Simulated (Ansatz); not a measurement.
C5H6 can be A, `C=C=C1CC1`, or B, `C#C/C=C/C`.

Gas-phase electronic energies from Ansatz, PBE0-D4/def2-TZVP geometries. CBS: MP2 limit from def2 TZ/QZ plus the TZ coupled-cluster correction, frozen cores. Functionals use def2-TZVPP.

(1) Which isomer does CCSD(T)/CBS put lower? Give the gap. (An estimate is asked.)

(2) Give E(B) − E(A) in kcal/mol with ωB97M-V, r2SCAN-D4, LDA (SPW92), B2PLYP, CCSD(T)/def2-TZVPP, BLYP-D4, PBE-D4. (Estimate.)

(3) Does the order hold for the free energy at 298.15 K (harmonic terms from PBE0-D4)? (An estimate is asked.)

Largest T1 diagnostic: 0.012.

Results:

(1) Ansatz gave: B, by 18.4 kcal/mol.

(2) The calculation gave: ωB97M-V -14.6, r2SCAN-D4 -12.0, LDA (SPW92) -6.9, B2PLYP -17.7, CCSD(T)/def2-TZVPP -18.2, BLYP-D4 -16.0, PBE-D4 -10.3. None reverses the order clearly.

(3) Ansatz gave: Yes: G(B) − G(A) = -19.6 kcal/mol.

In def2-TZVPP, CCSD(T) changes the Hartree–Fock value by +2.9 kcal/mol (the triples alone add +0.0 kcal/mol) and MP2 by +2.3 kcal/mol. Leaving LDA and LC-ωPBE aside and taking each functional with its dispersion term where it has one, the values spread over 7.4 kcal/mol, from B2PLYP to PBE-D4. LDA lies +3.5 kcal/mol from PBE without D4.
